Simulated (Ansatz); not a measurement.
System: ReS2 (P-1, No. 2; cell taken from a computed entry). Method: r²SCAN in Ansatz (plane waves, PAW).

Numerical settings: plane-wave cutoff 560 eV, 6×6×4 k mesh (along the axes of the cell as run), Fermi–Dirac smearing 0.01 eV, no spin polarisation, scalar-relativistic PAW data made under PBE.

Cell (relaxed with PBEsol):

```xyz
24
Lattice="6.3319 -0.0059 -0.0011 3.1042 5.6387 -0.0032 0.1239 3.3327 12.6496" Properties=species:S:1:pos:R:3 pbc="T T T"
Re     1.4206     1.1863     3.1092
Re     8.1393     7.7791     9.5361
Re     3.3609     3.2975     3.2135
Re     6.1991     5.6679     9.4319
Re     4.9676     1.0314     3.1466
Re     4.5924     7.9340     9.4987
Re     3.4142     5.5189     9.4703
Re     6.1458     3.4465     3.1750
S      7.9736     4.5153     1.9825
S      1.5863     4.4502    10.6628
S      6.3308     7.3203    11.0469
S      3.2291     1.6451     1.5985
S      4.6615     4.6949     1.8165
S      4.8985     4.2706    10.8288
S      3.2661     7.0570    11.2255
S      6.2939     1.9084     1.4198
S      4.7404     6.3960     7.7435
S      4.8195     2.5695     4.9018
S      3.2242     5.4276     4.5029
S      6.3358     3.5378     8.1424
S      1.5524     2.8387     4.7243
S      8.0076     6.1268     7.9211
S      6.2439     5.6013     4.3360
S      3.3161     3.3641     8.3094
```

Task: What does this level give for the band gap?

Result: 
band gap: 1.41 eV

Note: cell and atoms aren't relaxed at this level (largest force component 0.23 eV/Å, pressure 2.6 GPa); this cell isn't known to be the ambient phase, and symmetry holds it in the calculation; the cell has widely spaced layers and the level no dispersion term, so their spacing and the moduli can rest on weak binding.

Spin–orbit coupling is not included.

The computed numbers hold no vibrational or temperature effects.

Ansatz is a first-principles code.
